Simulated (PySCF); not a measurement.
```xyz
5

C      0.8651     0.0614     0.0156
C     -0.4094    -0.2237     0.0924
H      1.5045     0.8574    -0.3576
H     -0.7763    -1.1504     0.5474
H     -1.1840     0.4553    -0.2979
```

Charge 0, multiplicity 2.

Task: Give the Mulliken and meta-Löwdin atomic charges from PBE-D3(BJ)/def2-TZVP (PySCF).

Result: 
```tsv
atom	Mulliken (e)	meta-Löwdin (e)
C1	-0.16	-0.15
C2	-0.26	-0.27
H3	0.15	0.15
H4	0.14	0.14
H5	0.13	0.14
```
